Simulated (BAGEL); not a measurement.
**HF/STO-3G (density fitting with qzvpp-jkfit) run of C3H4ClF (SMILES F[C@@H]1C[C@@H]1Cl)**

Aim: the energy change on altering one bond length of C3H4ClF at HF/STO-3G (density fitting with qzvpp-jkfit), from 2 runs. 

The results are computed with BAGEL 1.2.2.

6 further runs of the same task are left out: 6 that didn't finish.

**1. The structure to begin with**

The species is C3H4ClF (9 atoms), meant as a singlet with charge 0. SMILES: `F[C@@H]1C[C@@H]1Cl`. The coordinates come from a GFN2-xTB relaxation.

Bond lengths: F1–C2 1.356 Å, C2–C3 1.496 Å, C2–C4 1.499 Å, C3–C4 1.501 Å, C4–Cl5 1.756 Å, C2–H6 1.084 Å, C3–H7 1.079 Å, C3–H8 1.079 Å, C4–H9 1.081 Å. Some angles: F1–C2–C3 118.1°, F1–C2–C4 119.1°, C3–C2–C4 60.2°, C2–C3–C4 60.0°, C2–C4–C3 59.8°, C2–C4–Cl5 119.6°, C3–C4–Cl5 118.9°, F1–C2–H6 110.1°, C3–C2–H6 121.7°, C4–C2–H6 120.1°.

**2. The energy at HF/STO-3G (density fitting with qzvpp-jkfit)**

The input, hf.json:

```json
{ "bagel": [

{
  "title": "molecule",
  "basis": "sto-3g",
  "df_basis": "qzvpp-jkfit",
  "angstrom": "true",
  "geometry": [
    { "atom": "F", "xyz": [       0.843200,       0.672680,      -1.583860 ] },
    { "atom": "C", "xyz": [       0.715220,       0.417450,      -0.258400 ] },
    { "atom": "C", "xyz": [       0.111740,      -0.888420,       0.152040 ] },
    { "atom": "C", "xyz": [      -0.654720,       0.387410,       0.349100 ] },
    { "atom": "Cl", "xyz": [      -2.057130,       0.700270,      -0.659550 ] },
    { "atom": "H", "xyz": [       1.541720,       0.859190,       0.286870 ] },
    { "atom": "H", "xyz": [      -0.218060,      -1.535630,      -0.645680 ] },
    { "atom": "H", "xyz": [       0.505600,      -1.401180,       1.015370 ] },
    { "atom": "H", "xyz": [      -0.787580,       0.788240,       1.344110 ] }
  ]
},

{
  "title": "hf"
},

{
  "title": "print",
  "file": "orbitals.molden",
  "orbitals": "true"
}

]}
```

Launch:

```console
BAGEL_NUM_THREADS=1 BAGEL hf.json > hf.out
```

The log of the run:

```text
* using 1 threads per process

  ===============================================================
  ===============================================================

  *** Geometry ***

  { "atom" : "F", "xyz" : [      1.593417,      1.271181,     -2.993062 ] },
  { "atom" : "C", "xyz" : [      1.351570,      0.788866,     -0.488305 ] },
  { "atom" : "C", "xyz" : [      0.211158,     -1.678870,      0.287314 ] },
  { "atom" : "C", "xyz" : [     -1.237241,      0.732099,      0.659703 ] },
  { "atom" : "Cl", "xyz" : [     -3.887412,      1.323319,     -1.246369 ] },
  { "atom" : "H", "xyz" : [      2.913429,      1.623634,      0.542106 ] },
  { "atom" : "H", "xyz" : [     -0.412074,     -2.901920,     -1.220158 ] },
  { "atom" : "H", "xyz" : [      0.955446,     -2.647846,      1.918771 ] },
  { "atom" : "H", "xyz" : [     -1.488311,      1.489558,      2.540000 ] },

  Number of auxiliary basis functions:      502

  Since a DF basis is specified, we compute 2- and 3-index integrals:
    o Being stored without compression. Storage requirement is 0.004 GB

  Number of basis functions:       33
  Number of electrons      :       48

    * METHOD: MOLECULE                             0.34

  *** RHF ***

  === Nuclear Repulsion ===
   221.3820940968

      * DIIS with orbital gradients will be used.

  === RHF iteration (sto-3g) ===
      0       -667.00468599          0.01612758           0.04
      1       -667.10420193          0.00458620           0.04
      2       -667.11220517          0.00106336           0.04
      3       -667.11291123          0.00018141           0.04
      4       -667.11292752          0.00005044           0.04
      5       -667.11292908          0.00000606           0.04
      6       -667.11292910          0.00000161           0.04
      7       -667.11292910          0.00000057           0.04
      8       -667.11292910          0.00000016           0.04
      9       -667.11292910          0.00000005           0.04
     10       -667.11292910          0.00000001           0.04
     11       -667.11292910          0.00000000           0.04
    * SCF iteration converged.

    * Permanent dipole moment:
           (   -0.684959,     0.304370,    -0.814450) a.u.

    * METHOD: HF                                   0.63

    * METHOD: PRINT                                0.01

  ===============================================================
```

Run time: 1.1 s. Hardware: 1 thread of Arm Neoverse N1, shared host; peak memory 0.082 GiB.

**3. The distorted shape, same level**

The input, calc.json:

```json
{ "bagel" : [

{
  "title" : "molecule",
  "basis" : "sto-3g",
  "df_basis" : "qzvpp-jkfit",
  "angstrom" : "true",
  "geometry" : [
    { "atom" : "F", "xyz" : [       1.544367,       0.516259,      -1.079563 ] },
    { "atom" : "C", "xyz" : [       1.416387,       0.261029,       0.245897 ] },
    { "atom" : "C", "xyz" : [       0.812907,      -1.044841,       0.656337 ] },
    { "atom" : "C", "xyz" : [       0.046447,       0.230989,       0.853397 ] },
    { "atom" : "Cl", "xyz" : [      -2.057130,       0.700270,      -0.659550 ] },
    { "atom" : "H", "xyz" : [       2.242887,       0.702769,       0.791167 ] },
    { "atom" : "H", "xyz" : [       0.483107,      -1.692051,      -0.141383 ] },
    { "atom" : "H", "xyz" : [       1.206767,      -1.557601,       1.519667 ] },
    { "atom" : "H", "xyz" : [      -0.086413,       0.631819,       1.848407 ] }
  ]
},

{
  "title" : "hf"
},

{
  "title" : "print",
  "file" : "orbitals.molden",
  "orbitals" : "true"
}

]}
```

Launch:

```console
BAGEL_NUM_THREADS=1 BAGEL calc.json > calc.out
```

The log of the run:

```text
* using 1 threads per process

  ===============================================================
  ===============================================================

  *** Geometry ***

  { "atom" : "F", "xyz" : [      2.918431,      0.975588,     -2.040078 ] },
  { "atom" : "C", "xyz" : [      2.676584,      0.493273,      0.464678 ] },
  { "atom" : "C", "xyz" : [      1.536172,     -1.974463,      1.240297 ] },
  { "atom" : "C", "xyz" : [      0.087772,      0.436506,      1.612687 ] },
  { "atom" : "Cl", "xyz" : [     -3.887412,      1.323319,     -1.246369 ] },
  { "atom" : "H", "xyz" : [      4.238442,      1.328041,      1.495089 ] },
  { "atom" : "H", "xyz" : [      0.912940,     -3.197513,     -0.267175 ] },
  { "atom" : "H", "xyz" : [      2.280459,     -2.943439,      2.871754 ] },
  { "atom" : "H", "xyz" : [     -0.163297,      1.193965,      3.492983 ] },

  Number of auxiliary basis functions:      502

  Since a DF basis is specified, we compute 2- and 3-index integrals:
    o Being stored without compression. Storage requirement is 0.004 GB

  Number of basis functions:       33
  Number of electrons      :       48

    * METHOD: MOLECULE                             0.32

  *** RHF ***

  === Nuclear Repulsion ===
   195.9383432859

      * DIIS with orbital gradients will be used.

  === RHF iteration (sto-3g) ===
      0       -666.74233707          0.01963595           0.04
      1       -666.89961362          0.01252965           0.04
      2       -666.95363393          0.00269865           0.04
      3       -666.95698139          0.00090444           0.04
      4       -666.95754659          0.00027379           0.04
      5       -666.95761829          0.00010202           0.04
      6       -666.95763085          0.00002840           0.04
      7       -666.95763167          0.00000661           0.04
      8       -666.95763171          0.00000249           0.04
      9       -666.95763172          0.00000097           0.04
     10       -666.95763172          0.00000039           0.04
     11       -666.95763172          0.00000017           0.04
     12       -666.95763172          0.00000009           0.04
     13       -666.95763172          0.00000005           0.04
     14       -666.95763172          0.00000001           0.04
     15       -666.95763172          0.00000000           0.04
    * SCF iteration converged.

    * Permanent dipole moment:
           (   -1.653527,     0.587690,    -1.329577) a.u.

    * METHOD: HF                                   0.74

    * METHOD: PRINT                                0.01

  ===============================================================
```

It took 1.2 s on 1 thread of Arm Neoverse N1, shared host; peak memory 0.082 GiB.

**4. Results**

At HF/STO-3G (density fitting with qzvpp-jkfit):

| quantity | value |
| --- | --- |
| first shape: total energy | -667.11293 Eh |
| first shape: dipole moment | 2.81 D |
| first shape: HOMO energy | -9.58 eV |
| first shape: LUMO energy | 9.62 eV |
| first shape: HOMO–LUMO gap | 19.20 eV |
| distorted shape: total energy | -666.95763 Eh |
| distorted shape: dipole moment | 5.60 D |
| distorted shape: HOMO energy | -8.42 eV |
| distorted shape: LUMO energy | 1.65 eV |
| distorted shape: HOMO–LUMO gap | 10.07 eV |
| energy change with the C4–Cl5 bond stretched from 1.756 to 2.633 Å | 4.226 eV |

What this shows: One bond (distorted shape) is far stretched, which a spin-restricted single reference describes badly; a broken-symmetry solution may lie lower. With the C4–Cl5 bond stretched from 1.756 to 2.633 Å the energy rises by 4.23 eV (408 kJ/mol). The first shape isn't relaxed at this level, so the change isn't measured from a minimum. A restricted reference can't describe the breaking bond well at this length. The minimal basis adds a large error of its own.
